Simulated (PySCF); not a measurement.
**Löwdin shares of the frontier orbitals**

C₄H₃Cl.
Numbering: `[CH2:1]=[C:2]1[CH:3]=[C:4]1[Cl:5]` (hydrogens: H6, H7 on C1; H8 on C3)

Geometry (PBE0-D3(BJ)/def2-SVP, Å), atoms numbered from 1 in this order:
```xyz
8
C4H3Cl angstrom
C     -1.3712   -0.0171   -0.2134
C     -0.0466   -0.1200   -0.1602
C      1.2697    0.3521    0.2449
C      1.1960   -0.7731   -0.4410
Cl     2.0064   -2.0633   -1.1498
H     -1.9650   -0.7764   -0.7249
H     -1.8867    0.8257    0.2496
H      1.8681    1.1037    0.7543
```

The calculation used TDDFT CAM-B3LYP/def2-SVPD, vertical, gas phase, core orbitals frozen in the response (PySCF).

Frontier orbitals with the atoms that hold most of them (Löwdin shares over 4%, at most four atoms; ? is withheld):

```tsv
orbital	ε (eV)	atoms
LUMO+2	1.58	Cl5 39%, C3 24%, H8 18%, C1 6%
LUMO+1	1.11	Cl5 51%, C4 16%, C3 13%, C2 9%
LUMO	0.36	?
HOMO	?	C1 38%, C2 25%, C3 13%, C4 10%
HOMO-1	-10.17	?
HOMO-2	-11.17	Cl5 55%, C4 14%, C2 13%, C3 9%
HOMO-3	-11.20	Cl5 41%, C3 20%, C2 11%, C1 10%
```

Question: Give the leading atoms of the HOMO-1.

Answer: Cl5 (bonded to C) 32%; C2 (bonded to 3 C) 20%; C4 (bonded to 2 C and Cl) 16%; C1 (bonded to C and 2 H) 10%. By element: carbon 46% or more, chlorine 32%.

Question: Give the leading atoms of the LUMO.

Answer: C3 (bonded to 2 C and H) 37%; C4 (bonded to 2 C and Cl) 33%; Cl5 (bonded to C) 13%; H8 (bonded to C) 9%. By element: carbon 70% or more, chlorine 13%, hydrogen 9% or more.

Question: What is the HOMO energy, and the HOMO–LUMO gap?

Answer: ε(HOMO) = -7.50 eV; the gap is 7.86 eV (0.2888 hartree).

Question: The HOMO–LUMO gap is 7.86 eV. Where does the response calculation put the lowest singlet, and from which orbitals?

Answer: S1 is at 4.62 eV (f = 0.029), 3.24 eV below the gap, made of HOMO→LUMO (98%). Without the coupling terms of the response equations the lowest excitation would equal the gap.

Question: Give energy, strength and leading configuration of S1, S2 and S4, and follow the Löwdin shares of the leading atoms from the occupied to the empty orbital.

Answer: 
- S1 (4.62 eV, f 0.029), HOMO→LUMO (98%): C1 38% → at most 8%, C2 25% → at most 8%, C3 13% → 37%, C4 10% → 33%
- S2 (5.62 eV, f 0.0053), HOMO→LUMO+1 (89%): C1 38% → at most 10%, C2 25% → 9%, Cl5 at most 11% → 51%, C4 10% → 16%
- S4 (6.44 eV, f 0.0008), HOMO-1→LUMO (84%): Cl5 32% → 13%, C2 20% → at most 8%, C3 at most 11% → 37%, C4 16% → 33%

Löwdin shares depend on the basis, the more so with diffuse functions.
